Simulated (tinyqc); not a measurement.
Inside a calculation (part 1 of 2). Method: UHF in the sto-3g basis, for LiH, spin multiplicity 3. Computed by tinyqc, a small Python program that keeps every step (integrals from PySCF). Settings: charge = 0, multiplicity = 3, basis = sto-3g, energy threshold = 1e-08, iteration cap = 83, orthogonalisation = symmetric, start = random, DIIS depth = 0, method = UHF. Command: `OMP_NUM_THREADS=1 python tinyqc.py 28484 28485 out.jsonl` (the two numbers bound the seeds that draw the settings). One thread of a shared host (Intel(R) Xeon(R) Processor @ 2.60GHz), about 0.2 s of CPU time with the checks. Later iterations appear only in the table of the cycle.

## One-electron integrals

Geometry (angstrom):
```
atom,x,y,z
Li,0.000000,0.000000,0.000000
H,0.000000,0.000000,1.395000
```

Basis sto-3g: exponents (1/bohr^2) and contraction coefficients of normalised primitives:
```
element,l (shell),exponent,coefficient
Li,s (1),16.119575,0.154329
Li,s (1),2.936201,0.535328
Li,s (1),0.794651,0.444635
Li,s (2),0.636290,-0.099967
Li,s (2),0.147860,0.399513
Li,s (2),0.048089,0.700115
Li,p (3),0.636290,0.155916
Li,p (3),0.147860,0.607684
Li,p (3),0.048089,0.391957
H,s (1),3.425251,0.154329
H,s (1),0.623914,0.535328
H,s (1),0.168855,0.444635
```

Overlap, kinetic and nuclear-attraction integrals over the contracted functions; the nuclear repulsion is the sum of Za Zb / Rab.

nuclear repulsion = 1.13801551 hartree

overlap S:
```
,1Li 1s,1Li 2s,1Li 2px,1Li 2py,1Li 2pz,2H 1s
1Li 1s,1.000000,0.241137,0.000000,0.000000,0.000000,0.102630
1Li 2s,0.241137,1.000000,0.000000,0.000000,0.000000,0.446314
1Li 2px,0.000000,0.000000,1.000000,0.000000,0.000000,0.000000
1Li 2py,0.000000,0.000000,0.000000,1.000000,0.000000,0.000000
1Li 2pz,0.000000,0.000000,0.000000,0.000000,1.000000,0.544445
2H 1s,0.102630,0.446314,0.000000,0.000000,0.544445,1.000000
```

kinetic energy T (hartree):
```
,1Li 1s,1Li 2s,1Li 2px,1Li 2py,1Li 2pz,2H 1s
1Li 1s,3.576786,-0.020237,0.000000,0.000000,0.000000,-0.017301
1Li 2s,-0.020237,0.102163,0.000000,0.000000,0.000000,0.056451
1Li 2px,0.000000,0.000000,0.319682,0.000000,0.000000,0.000000
1Li 2py,0.000000,0.000000,0.000000,0.319682,0.000000,0.000000
1Li 2pz,0.000000,0.000000,0.000000,0.000000,0.319682,0.161947
2H 1s,-0.017301,0.056451,0.000000,0.000000,0.161947,0.760032
```

nuclear attraction V (hartree):
```
,1Li 1s,1Li 2s,1Li 2px,1Li 2py,1Li 2pz,2H 1s
1Li 1s,-8.362220,-1.055780,0.000000,0.000000,-0.021126,-0.454636
1Li 2s,-1.055780,-1.520946,0.000000,0.000000,-0.132466,-0.884652
1Li 2px,0.000000,0.000000,-1.475464,0.000000,0.000000,0.000000
1Li 2py,0.000000,0.000000,0.000000,-1.475464,0.000000,0.000000
1Li 2pz,-0.021126,-0.132466,0.000000,0.000000,-1.581558,-1.097828
2H 1s,-0.454636,-0.884652,0.000000,0.000000,-1.097828,-2.357446
```

core Hamiltonian H = T + V (hartree):
```
,1Li 1s,1Li 2s,1Li 2px,1Li 2py,1Li 2pz,2H 1s
1Li 1s,-4.785433,-1.076018,0.000000,0.000000,-0.021126,-0.471937
1Li 2s,-1.076018,-1.418782,0.000000,0.000000,-0.132466,-0.828200
1Li 2px,0.000000,0.000000,-1.155782,0.000000,0.000000,0.000000
1Li 2py,0.000000,0.000000,0.000000,-1.155782,0.000000,0.000000
1Li 2pz,-0.021126,-0.132466,0.000000,0.000000,-1.261877,-0.935880
2H 1s,-0.471937,-0.828200,0.000000,0.000000,-0.935880,-1.597414
```

## Two-electron integrals

Functions are numbered as in S; the eight-fold symmetry (ij|kl) = (ji|kl) = (kl|ij) leaves the list below.

Two-electron integrals (ij|kl) in chemists' order, unique and non-zero (hartree):
```
i,j,k,l,(ij|kl)
1,1,1,1,1.680395
2,1,1,1,0.265420
2,1,2,1,0.049941
2,2,1,1,0.397727
2,2,2,1,0.092860
2,2,2,2,0.290562
3,1,3,1,0.008981
3,2,3,1,0.013788
3,2,3,2,0.064184
3,3,1,1,0.396640
3,3,2,1,0.092880
3,3,2,2,0.290497
3,3,3,3,0.312946
4,1,4,1,0.008981
4,2,4,1,0.013788
4,2,4,2,0.064184
4,3,4,3,0.016869
4,4,1,1,0.396640
4,4,2,1,0.092880
4,4,2,2,0.290497
4,4,3,3,0.279207
4,4,4,4,0.312946
5,1,5,1,0.008981
5,2,5,1,0.013788
5,2,5,2,0.064184
5,3,5,3,0.016869
5,4,5,4,0.016869
5,5,1,1,0.396640
5,5,2,1,0.092880
5,5,2,2,0.290497
5,5,3,3,0.279207
5,5,4,4,0.279207
5,5,5,5,0.312946
6,1,1,1,0.111068
6,1,2,1,0.020954
6,1,2,2,0.039385
6,1,3,3,0.038922
6,1,4,4,0.038922
6,1,5,1,0.002481
6,1,5,2,0.004666
6,1,5,5,0.040330
6,1,6,1,0.009608
6,2,1,1,0.185407
6,2,2,1,0.043439
6,2,2,2,0.135742
6,2,3,3,0.129746
6,2,4,4,0.129746
6,2,5,1,0.007130
6,2,5,2,0.037279
6,2,5,5,0.147597
6,2,6,1,0.021453
6,2,6,2,0.095121
6,3,3,1,0.004176
6,3,3,2,0.017448
6,3,5,3,0.006304
6,3,6,3,0.008360
6,4,4,1,0.004176
6,4,4,2,0.017448
6,4,5,4,0.006304
6,4,6,4,0.008360
6,5,1,1,0.209809
6,5,2,1,0.049823
6,5,2,2,0.162104
6,5,3,3,0.151705
6,5,4,4,0.151705
6,5,5,1,0.011214
6,5,5,2,0.057025
6,5,5,5,0.182695
6,5,6,1,0.026010
6,5,6,2,0.126243
6,5,6,5,0.171648
6,6,1,1,0.376010
6,6,2,1,0.089796
6,6,2,2,0.300362
6,6,3,3,0.275607
6,6,4,4,0.275607
6,6,5,1,0.018985
6,6,5,2,0.110810
6,6,5,5,0.349283
6,6,6,1,0.047261
6,6,6,2,0.254351
6,6,6,5,0.353406
6,6,6,6,0.774606
```

## Orthogonalisation

S = U s U^T; symmetric (Loewdin) form X = U s^(-1/2) U^T, so that X^T S X = 1.

eigenvalues of S: 0.294007  0.796054  1.000000  1.000000  1.159520  1.750418

X:
```
,1Li 1s,1Li 2s,1Li 2px,1Li 2py,1Li 2pz,2H 1s
1Li 1s,1.023035,-0.122554,0.000000,0.000000,0.003219,-0.012743
1Li 2s,-0.122554,1.143494,0.000000,0.000000,0.147685,-0.338445
1Li 2px,0.000000,0.000000,1.000000,0.000000,0.000000,0.000000
1Li 2py,0.000000,0.000000,0.000000,1.000000,0.000000,0.000000
1Li 2pz,0.003219,0.147685,0.000000,0.000000,1.180681,-0.414597
2H 1s,-0.012743,-0.338445,0.000000,0.000000,-0.414597,1.302354
```

## Starting guess

The start is random orthonormal orbitals; D(s) = C_occ C_occ^T for each spin.

D(alpha) at the start:
```
,1Li 1s,1Li 2s,1Li 2px,1Li 2py,1Li 2pz,2H 1s
1Li 1s,0.321707,0.273249,0.006752,-0.268741,0.312311,-0.517301
1Li 2s,0.273249,0.248967,0.083593,-0.180155,0.373680,-0.476060
1Li 2px,0.006752,0.083593,0.372393,0.148363,0.500254,-0.085708
1Li 2py,-0.268741,-0.180155,0.148363,0.714654,0.081576,-0.162860
1Li 2pz,0.312311,0.373680,0.500254,0.081576,1.002762,-0.784277
2H 1s,-0.517301,-0.476060,-0.085708,-0.162860,-0.784277,1.592854
```

D(beta) at the start:
```
,1Li 1s,1Li 2s,1Li 2px,1Li 2py,1Li 2pz,2H 1s
1Li 1s,0.045564,0.033103,-0.046932,0.060665,0.019142,-0.220418
1Li 2s,0.033103,0.024050,-0.034097,0.044074,0.013907,-0.160138
1Li 2px,-0.046932,-0.034097,0.048341,-0.062486,-0.019717,0.227036
1Li 2py,0.060665,0.044074,-0.062486,0.080771,0.025486,-0.293471
1Li 2pz,0.019142,0.013907,-0.019717,0.025486,0.008042,-0.092601
2H 1s,-0.220418,-0.160138,0.227036,-0.293471,-0.092601,1.066287
```

## Iteration 1: building the Fock matrix

J_ij = sum D_kl (ij|kl) with D = D(alpha) + D(beta), K_ij = sum D_kl (ik|jl) for each spin; F = H + J - K(s); E = tr D H + tr D J / 2 - 0.5 sum_s tr D(s) K(s) + E_nn.

Coulomb J (hartree):
```
,1Li 1s,1Li 2s,1Li 2px,1Li 2py,1Li 2pz,2H 1s
1Li 1s,2.003796,0.425488,0.001823,-0.011301,0.034726,0.196331
1Li 2s,0.425488,1.212811,0.010178,-0.039131,0.199228,0.774650
1Li 2px,0.001823,0.010178,1.162181,0.002897,0.017994,0.009814
1Li 2py,-0.011301,-0.039131,0.002897,1.174822,-0.002141,-0.012767
1Li 2pz,0.034726,0.199228,0.017994,-0.002141,1.298864,1.012367
2H 1s,0.196331,0.774650,0.009814,-0.012767,1.012367,2.108473
```

exchange K(alpha) (hartree):
```
,1Li 1s,1Li 2s,1Li 2px,1Li 2py,1Li 2pz,2H 1s
1Li 1s,0.593401,0.138387,0.007961,-0.135243,0.031787,-0.006149
1Li 2s,0.138387,0.192143,0.017753,-0.116536,0.082078,0.204247
1Li 2px,0.007961,0.017753,0.154410,0.043927,0.134571,0.067302
1Li 2py,-0.135243,-0.116536,0.043927,0.255745,-0.001581,-0.071457
1Li 2pz,0.031787,0.082078,0.134571,-0.001581,0.279498,0.314159
2H 1s,-0.006149,0.204247,0.067302,-0.071457,0.314159,0.718731
```

exchange K(beta) (hartree):
```
,1Li 1s,1Li 2s,1Li 2px,1Li 2py,1Li 2pz,2H 1s
1Li 1s,0.050682,-0.005929,-0.012889,0.016660,-0.023309,-0.038164
1Li 2s,-0.005929,0.056113,0.016319,-0.021094,0.078155,0.174895
1Li 2px,-0.012889,0.016319,0.019810,-0.018501,0.030036,0.054314
1Li 2py,0.016660,-0.021094,-0.018501,0.029412,-0.038825,-0.070207
1Li 2pz,-0.023309,0.078155,0.030036,-0.038825,0.133543,0.288230
2H 1s,-0.038164,0.174895,0.054314,-0.070207,0.288230,0.669317
```

F(alpha) (hartree):
```
,1Li 1s,1Li 2s,1Li 2px,1Li 2py,1Li 2pz,2H 1s
1Li 1s,-3.375038,-0.788917,-0.006138,0.123942,-0.018187,-0.269457
1Li 2s,-0.788917,-0.398115,-0.007576,0.077405,-0.015316,-0.257797
1Li 2px,-0.006138,-0.007576,-0.148011,-0.041029,-0.116576,-0.057488
1Li 2py,0.123942,0.077405,-0.041029,-0.236705,-0.000561,0.058690
1Li 2pz,-0.018187,-0.015316,-0.116576,-0.000561,-0.242511,-0.237673
2H 1s,-0.269457,-0.257797,-0.057488,0.058690,-0.237673,-0.207673
```

F(beta) (hartree):
```
,1Li 1s,1Li 2s,1Li 2px,1Li 2py,1Li 2pz,2H 1s
1Li 1s,-2.832319,-0.644601,0.014712,-0.027962,0.036910,-0.237442
1Li 2s,-0.644601,-0.262084,-0.006141,-0.018037,-0.011394,-0.228446
1Li 2px,0.014712,-0.006141,-0.013412,0.021398,-0.012042,-0.044500
1Li 2py,-0.027962,-0.018037,0.021398,-0.010372,0.036684,0.057440
1Li 2pz,0.036910,-0.011394,-0.012042,0.036684,-0.096556,-0.211744
2H 1s,-0.237442,-0.228446,-0.044500,0.057440,-0.211744,-0.158258
```

total energy of this density = -3.07373044 hartree

## Iteration 1: diagonalisation and new density

Diagonalise F' = X^T F X, C = X C', fill 3 alpha and 1 beta electrons from the bottom; D(s) = C_occ C_occ^T. Each column has its largest component positive (the first on a tie).

F' = X^T F X (alpha) (hartree):
```
,1,2,3,4,5,6
1,-3.334375,-0.372693,-0.004994,0.116561,-0.038990,-0.011139
2,-0.372693,-0.182786,-0.005670,0.053377,0.086891,-0.209568
3,-0.004994,-0.005670,-0.148011,-0.041029,-0.114944,-0.023896
4,0.116561,0.053377,-0.041029,-0.236705,-0.013164,0.048891
5,-0.038990,0.086891,-0.114944,-0.013164,-0.123733,-0.234044
6,-0.011139,-0.209568,-0.023896,0.048891,-0.234044,0.041499
```

orbital energies (alpha) (hartree): MO1 -3.383283, MO2 -0.357403, MO3 -0.305840, MO4 -0.181026, MO5 -0.076752, MO6 0.320192

coefficients C (alpha):
```
,MO1,MO2,MO3,MO4,MO5,MO6
1Li 1s,1.000730,-0.094370,0.160405,-0.128377,-0.031948,0.090527
1Li 2s,0.009321,0.245424,-0.521560,0.647276,0.179947,-0.821743
1Li 2px,0.001666,0.405014,0.350884,0.005954,0.839797,0.086867
1Li 2py,-0.038856,-0.101667,0.668491,0.694603,-0.239226,0.039646
1Li 2pz,0.026834,0.568212,0.358715,-0.316321,-0.321876,-0.965295
2H 1s,-0.040992,0.373251,-0.189596,0.077537,-0.237831,1.320305
```

F' = X^T F X (beta) (hartree):
```
,1,2,3,4,5,6
1,-2.800886,-0.290601,0.016332,-0.027009,0.036314,-0.048158
2,-0.290601,-0.051694,0.004457,-0.031221,0.111648,-0.236833
3,0.016332,0.004457,-0.013412,0.021398,0.003373,-0.051072
4,-0.027009,-0.031221,0.021398,-0.010372,0.016743,0.066059
5,0.036314,0.111648,0.003373,0.016743,0.064055,-0.287737
6,-0.048158,-0.236833,-0.051072,0.066059,-0.287737,0.114060
```

orbital energies (beta) (hartree): MO1 -2.834028, MO2 -0.258179, MO3 -0.105487, MO4 -0.020079, MO5 0.016372, MO6 0.503152

coefficients C (beta):
```
,MO1,MO2,MO3,MO4,MO5,MO6
1Li 1s,1.003383,-0.115882,-0.191577,-0.005801,0.031216,0.062267
1Li 2s,-0.009979,0.341102,0.813493,0.043565,-0.147997,-0.810513
1Li 2px,-0.005566,0.152879,-0.083779,0.827140,0.529386,-0.071886
1Li 2py,0.010271,-0.186122,0.341204,-0.438116,0.805080,0.093450
1Li 2pz,-0.007545,0.355134,-0.507327,-0.349342,0.224991,-1.015629
2H 1s,-0.012725,0.569910,-0.047599,-0.000129,0.002670,1.286659
```

D(alpha) after iteration 1:
```
,1Li 1s,1Li 2s,1Li 2px,1Li 2py,1Li 2pz,2H 1s
1Li 1s,1.036096,-0.097494,0.019730,0.077939,0.030772,-0.106658
1Li 2s,-0.097494,0.332345,-0.083591,-0.373972,-0.047388,0.190109
1Li 2px,0.019730,-0.083591,0.287159,0.193322,0.356046,0.084577
1Li 2py,0.077939,-0.373972,0.193322,0.458726,0.180987,-0.163098
1Li 2pz,0.030772,-0.047388,0.356046,0.180987,0.452261,0.142975
2H 1s,-0.106658,0.190109,0.084577,-0.163098,0.142975,0.176944
```

D(beta) after iteration 1:
```
,1Li 1s,1Li 2s,1Li 2px,1Li 2py,1Li 2pz,2H 1s
1Li 1s,1.006777,-0.010013,-0.005585,0.010306,-0.007570,-0.012768
1Li 2s,-0.010013,0.000100,0.000056,-0.000102,0.000075,0.000127
1Li 2px,-0.005585,0.000056,0.000031,-0.000057,0.000042,0.000071
1Li 2py,0.010306,-0.000102,-0.000057,0.000106,-0.000077,-0.000131
1Li 2pz,-0.007570,0.000075,0.000042,-0.000077,0.000057,0.000096
2H 1s,-0.012768,0.000127,0.000071,-0.000131,0.000096,0.000162
```

## Iteration 2: building the Fock matrix

As before.

Coulomb J (hartree):
```
,1Li 1s,1Li 2s,1Li 2px,1Li 2py,1Li 2pz,2H 1s
1Li 1s,4.153938,0.715337,-0.001343,-0.010094,0.007803,0.304118
1Li 2s,0.715337,1.379068,-0.007379,-0.051282,0.043578,0.687145
1Li 2px,-0.001343,-0.007379,1.363451,0.006520,0.013081,0.003108
1Li 2py,-0.010094,-0.051282,0.006520,1.369242,0.004046,-0.012765
1Li 2pz,0.007803,0.043578,0.013081,0.004046,1.397394,0.816253
2H 1s,0.304118,0.687145,0.003108,-0.012765,0.816253,1.526474
```

exchange K(alpha) (hartree):
```
,1Li 1s,1Li 2s,1Li 2px,1Li 2py,1Li 2pz,2H 1s
1Li 1s,1.703340,0.277956,0.002731,-0.015306,0.007115,0.116231
1Li 2s,0.277956,0.276943,-0.015094,-0.148334,0.069898,0.231999
1Li 2px,0.002731,-0.015094,0.142206,0.057238,0.118781,0.068822
1Li 2py,-0.015306,-0.148334,0.057238,0.193003,0.027815,-0.069404
1Li 2pz,0.007115,0.069898,0.118781,0.027815,0.283967,0.270307
2H 1s,0.116231,0.231999,0.068822,-0.069404,0.270307,0.435631
```

exchange K(beta) (hartree):
```
,1Li 1s,1Li 2s,1Li 2px,1Li 2py,1Li 2pz,2H 1s
1Li 1s,1.683646,0.260129,-0.002256,0.004164,-0.005757,0.103260
1Li 2s,0.260129,0.047409,-0.000566,0.001044,-0.001443,0.018583
1Li 2px,-0.002256,-0.000566,0.008685,-0.000017,0.000024,-0.000206
1Li 2py,0.004164,0.001044,-0.000017,0.008707,-0.000044,0.000380
1Li 2pz,-0.005757,-0.001443,0.000024,-0.000044,0.008584,0.001583
2H 1s,0.103260,0.018583,-0.000206,0.000380,0.001583,0.007940
```

F(alpha) (hartree):
```
,1Li 1s,1Li 2s,1Li 2px,1Li 2py,1Li 2pz,2H 1s
1Li 1s,-2.334835,-0.638636,-0.004074,0.005213,-0.020437,-0.284050
1Li 2s,-0.638636,-0.316657,0.007715,0.097052,-0.158787,-0.373055
1Li 2px,-0.004074,0.007715,0.065462,-0.050718,-0.105700,-0.065714
1Li 2py,0.005213,0.097052,-0.050718,0.020456,-0.023769,0.056639
1Li 2pz,-0.020437,-0.158787,-0.105700,-0.023769,-0.148450,-0.389935
2H 1s,-0.284050,-0.373055,-0.065714,0.056639,-0.389935,-0.506571
```

F(beta) (hartree):
```
,1Li 1s,1Li 2s,1Li 2px,1Li 2py,1Li 2pz,2H 1s
1Li 1s,-2.315141,-0.620809,0.000914,-0.014258,-0.007565,-0.271079
1Li 2s,-0.620809,-0.087124,-0.006814,-0.052326,-0.087446,-0.159638
1Li 2px,0.000914,-0.006814,0.198983,0.006537,0.013057,0.003314
1Li 2py,-0.014258,-0.052326,0.006537,0.204752,0.004089,-0.013145
1Li 2pz,-0.007565,-0.087446,0.013057,0.004089,0.126934,-0.121210
2H 1s,-0.271079,-0.159638,0.003314,-0.013145,-0.121210,-0.078880
```

total energy of this density = -7.57012262 hartree

## Iteration 2: diagonalisation and new density

As before.

F' = X^T F X (alpha) (hartree):
```
,1,2,3,4,5,6
1,-2.282075,-0.333599,-0.004616,-0.007360,0.005403,-0.077453
2,-0.333599,-0.080111,0.015952,0.087660,0.005869,-0.267590
3,-0.004616,0.015952,0.065462,-0.050718,-0.096427,-0.044319
4,-0.007360,0.087660,-0.050718,0.020456,-0.037197,0.050705
5,0.005403,0.005869,-0.096427,-0.037197,0.071111,-0.355885
6,-0.077453,-0.267590,-0.044319,0.050705,-0.355885,-0.212275
```

orbital energies (alpha) (hartree): MO1 -2.338021, MO2 -0.550564, MO3 -0.122225, MO4 0.099600, MO5 0.113284, MO6 0.380493

coefficients C (alpha):
```
,MO1,MO2,MO3,MO4,MO5,MO6
1Li 1s,0.990000,-0.163718,-0.150432,-0.158118,-0.060992,0.059472
1Li 2s,0.035340,0.247451,0.585772,0.659662,0.336293,-0.710702
1Li 2px,0.002073,0.110230,-0.427496,0.003883,0.890363,0.111043
1Li 2py,-0.003665,-0.089435,-0.584632,0.754301,-0.279720,0.054586
1Li 2pz,0.009176,0.271251,-0.390375,-0.216273,-0.077408,-1.144071
2H 1s,0.006664,0.705259,-0.063756,-0.149061,-0.264285,1.178625
```

F' = X^T F X (beta) (hartree):
```
,1,2,3,4,5,6
1,-2.262078,-0.343753,0.001770,-0.007993,0.013104,-0.097025
2,-0.343753,0.102971,-0.007097,-0.053034,0.013379,-0.168395
3,0.001770,-0.007097,0.198983,0.006537,0.013039,0.001197
4,-0.007993,-0.053034,0.006537,0.204752,0.002504,-0.000924
5,0.013104,0.013379,0.013039,0.002504,0.269259,-0.235717
6,-0.097025,-0.168395,0.001197,-0.000924,-0.235717,0.128319
```

orbital energies (beta) (hartree): MO1 -2.317021, MO2 -0.102232, MO3 0.142646, MO4 0.195768, MO5 0.241151, MO6 0.481895

coefficients C (beta):
```
,MO1,MO2,MO3,MO4,MO5,MO6
1Li 1s,0.992848,-0.165561,-0.174902,-0.017287,0.125594,0.044391
1Li 2s,0.026697,0.327330,0.773263,0.053010,-0.528892,-0.686020
1Li 2px,-0.000322,-0.013889,0.125255,0.946526,0.296273,-0.020730
1Li 2py,0.006180,0.071950,0.559157,-0.310755,0.763433,0.052251
1Li 2pz,0.002599,0.303246,-0.331673,-0.060613,0.267995,-1.144663
2H 1s,0.003046,0.644312,-0.287430,0.047218,0.085860,1.214644
```

D(alpha) after iteration 2:
```
,1Li 1s,1Li 2s,1Li 2px,1Li 2py,1Li 2pz,2H 1s
1Li 1s,1.029534,-0.093645,0.048315,0.098961,0.023401,-0.099275
1Li 2s,-0.093645,0.405610,-0.223066,-0.364722,-0.161225,0.137406
1Li 2px,0.048315,-0.223066,0.194908,0.240062,0.196803,0.105010
1Li 2py,0.098961,-0.364722,0.240062,0.349807,0.203933,-0.025826
1Li 2pz,0.023401,-0.161225,0.196803,0.203933,0.226054,0.216252
2H 1s,-0.099275,0.137406,0.105010,-0.025826,0.216252,0.501500
```

D(beta) after iteration 2:
```
,1Li 1s,1Li 2s,1Li 2px,1Li 2py,1Li 2pz,2H 1s
1Li 1s,0.985748,0.026506,-0.000320,0.006136,0.002580,0.003024
1Li 2s,0.026506,0.000713,-0.000009,0.000165,0.000069,0.000081
1Li 2px,-0.000320,-0.000009,0.000000,-0.000002,-0.000001,-0.000001
1Li 2py,0.006136,0.000165,-0.000002,0.000038,0.000016,0.000019
1Li 2pz,0.002580,0.000069,-0.000001,0.000016,0.000007,0.000008
2H 1s,0.003024,0.000081,-0.000001,0.000019,0.000008,0.000009
```

## Iteration 3: building the Fock matrix

As before.

Coulomb J (hartree):
```
,1Li 1s,1Li 2s,1Li 2px,1Li 2py,1Li 2pz,2H 1s
1Li 1s,4.127092,0.712009,-0.004413,-0.008381,0.011877,0.304968
1Li 2s,0.712009,1.381535,-0.023648,-0.044800,0.069618,0.719559
1Li 2px,-0.004413,-0.023648,1.358716,0.008099,0.007964,-0.003147
1Li 2py,-0.008381,-0.044800,0.008099,1.363944,0.006556,-0.009704
1Li 2pz,0.011877,0.069618,0.007964,0.006556,1.414758,0.869330
2H 1s,0.304968,0.719559,-0.003147,-0.009704,0.869330,1.664290
```

exchange K(alpha) (hartree):
```
,1Li 1s,1Li 2s,1Li 2px,1Li 2py,1Li 2pz,2H 1s
1Li 1s,1.697091,0.283834,0.000329,0.000123,0.002897,0.123674
1Li 2s,0.283834,0.293856,-0.058507,-0.122605,0.074616,0.282518
1Li 2px,0.000329,-0.058507,0.114293,0.071077,0.074861,0.030164
1Li 2py,0.000123,-0.122605,0.071077,0.160155,0.056299,-0.024530
1Li 2pz,0.002897,0.074616,0.074861,0.056299,0.291171,0.347511
2H 1s,0.123674,0.282518,0.030164,-0.024530,0.347511,0.650151
```

exchange K(beta) (hartree):
```
,1Li 1s,1Li 2s,1Li 2px,1Li 2py,1Li 2pz,2H 1s
1Li 1s,1.671228,0.274201,-0.000131,0.002507,0.001701,0.116714
1Li 2s,0.274201,0.054649,-0.000037,0.000716,0.000491,0.023476
1Li 2px,-0.000131,-0.000037,0.009659,-0.000001,0.000000,-0.000015
1Li 2py,0.002507,0.000716,-0.000001,0.009670,0.000008,0.000297
1Li 2pz,0.001701,0.000491,0.000000,0.000008,0.009714,0.003097
2H 1s,0.116714,0.023476,-0.000015,0.000297,0.003097,0.011170
```

F(alpha) (hartree):
```
,1Li 1s,1Li 2s,1Li 2px,1Li 2py,1Li 2pz,2H 1s
1Li 1s,-2.355432,-0.647842,-0.004742,-0.008504,-0.012145,-0.290642
1Li 2s,-0.647842,-0.331103,0.034859,0.077805,-0.137464,-0.391159
1Li 2px,-0.004742,0.034859,0.088641,-0.062977,-0.066898,-0.033311
1Li 2py,-0.008504,0.077805,-0.062977,0.048006,-0.049744,0.014826
1Li 2pz,-0.012145,-0.137464,-0.066898,-0.049744,-0.138290,-0.414060
2H 1s,-0.290642,-0.391159,-0.033311,0.014826,-0.414060,-0.583276
```

F(beta) (hartree):
```
,1Li 1s,1Li 2s,1Li 2px,1Li 2py,1Li 2pz,2H 1s
1Li 1s,-2.329569,-0.638210,-0.004282,-0.010888,-0.010950,-0.283682
1Li 2s,-0.638210,-0.091896,-0.023610,-0.045516,-0.063339,-0.132118
1Li 2px,-0.004282,-0.023610,0.193275,0.008100,0.007964,-0.003131
1Li 2py,-0.010888,-0.045516,0.008100,0.198491,0.006548,-0.010001
1Li 2pz,-0.010950,-0.063339,0.007964,0.006548,0.143167,-0.069646
2H 1s,-0.283682,-0.132118,-0.003131,-0.010001,-0.069646,0.055706
```

total energy of this density = -7.71004381 hartree
